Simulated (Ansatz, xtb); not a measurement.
CH4NS: 6 structures ranked

6 gas-phase structures of CH4NS, found in a search over its isomers (lower ones may exist). Each was relaxed with GFN2-xTB; where two conformers were screened, the lower at r2SCAN-D4/def2-SVP is listed:

A. `CN[S]`, a doublet
B. `N[CH]S`, a doublet
C. `[CH2]NS`, a doublet
D. `NC[S]`, a doublet
E. `CS[NH]`, a doublet
F. `C[N]S`, a doublet

Problem. Make a reasoned guess at their ranking by r2SCAN-D4/def2-SVP single-point energy.

Solution. Calculated order at r2SCAN-D4/def2-SVP: A (0.0), D (6.3), B (11.7), E (16.8), F (19.5), C (31.1) kcal/mol.

Energies above the lowest of each column, in kcal/mol; the last columns are at PBE0-D3(BJ)/def2-SVP geometries and were run for some of them only (a dash: not run or not comparable):

```tsv
structure	GFN2-xTB	HF/STO-3G	r2SCAN-D4/def2-SVP	PBE0-D3(BJ)/def2-SVP	CCSD(T)/def2-SVP + ΔMP2/def2-TZVPP
A	0.0	0.0	0.0	0.0	0.0
D	7.5	1.7	6.3	5.3	3.5
B	24.0	23.0	11.7	10.1	9.9
E	19.6	17.3	16.8	17.8	–
F	15.4	18.4	19.5	20.6	–
C	29.6	45.8	31.1	–	–
```

Every level run on A puts it lowest or level with the lowest. Some further structures that were screened fall inside this span and aren't listed. Flexible structures stand in one conformer each, not always the lowest. Frequencies (PBE0-D3(BJ)/def2-SVP) were run for A, B, D alone. Open shells are spin-unrestricted. ΔMP2 is the change of the MP2 energy from the smaller to the larger basis.

Over these structures GFN2-xTB departs from r2SCAN-D4/def2-SVP by 3.8 kcal/mol on average once a common shift is removed. A GFN2-xTB relaxation took about 0.17 s and the r2SCAN-D4/def2-SVP energy about 4.4 s on a shared host (Ansatz 0.2.0, xtb 6.7.1).
